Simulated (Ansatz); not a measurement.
Program: Ansatz. Geometries: PBE0-D4/def2-TZVP. ΔE: electronic, gas phase. CCSD(T)/CBS adds triple-zeta CCSD(T) − MP2 to the extrapolated MP2 energy (def2 sets, frozen cores). Each species was taken in one conformer, which may not be the lowest.

`N=C(CF)CF` + `NCS` → `NCSCF` + `N=CCF`  (substitution at a C–C bond)

`N=C(CF)CF`:

```xyz
11

N     0.016   -0.699    1.549
C    -0.049   -0.195    0.396
C    -1.400    0.033   -0.219
F    -1.323   -0.003   -1.600
C     1.129    0.253   -0.424
F     2.296    0.078    0.280
H     0.987   -0.743    1.863
H    -2.097   -0.733    0.124
H    -1.777    1.020    0.069
H     1.031    1.312   -0.685
H     1.187   -0.323   -1.352
```

`NCS`:

```xyz
8

N    -0.168    0.974    0.565
C    -0.139   -0.017   -0.486
S     1.439   -0.900   -0.571
H    -1.036    1.496    0.535
H    -0.100    0.537    1.476
H    -0.224    0.493   -1.448
H    -0.933   -0.772   -0.447
H     1.160   -1.811    0.375
```

`NCSCF`:

Cartesian coordinates in Å:
```
N -1.724 0.796 -0.895
C -0.593 0.640 -0.019
S 0.744 -0.139 -0.980
C 1.668 -0.886 0.342
F 1.053 -2.006 0.871
H -2.164 -0.094 -1.088
H -2.413 1.421 -0.496
H -0.266 1.627 0.312
H -0.761 0.010 0.864
H 1.823 -0.182 1.163
H 2.632 -1.186 -0.076
```

`N=CCF`:

Z-matrix (Å, degrees):
```
C
C 1 1.497
F 1 1.373 2 111.2
H 1 1.096 2 110.1 3 -120.4
H 1 1.096 2 110.1 3 120.4
N 2 1.259 1 126.7 3 0.0
H 2 1.095 1 114.4 3 179.9
H 6 1.023 2 110.0 1 -0.0
```

| species | CCSD(T)/CBS(def2) energy (Eh) |
| --- | --- |
| `N=C(CF)CF` | -371.41695 |
| `NCS` | -493.52417 |
| `NCSCF` | -631.96352 |
| `N=CCF` | -232.97070 |

Work out ΔE.

ΔE = (-631.96352) + (-232.97070) − (-371.41695) − (-493.52417) = 0.00690 Eh = +18.1 kJ/mol.

Largest T1 diagnostic among the species: 0.012.

In def2-TZVPP, CCSD(T) changes the Hartree–Fock value by −3.5 kJ/mol (the triples alone add −1.6 kJ/mol) and MP2 by −5.2 kJ/mol. From PBE to PBE0 (25 % exact exchange), in def2-TZVPP and without D4, ΔE moves by +4.8 kJ/mol.
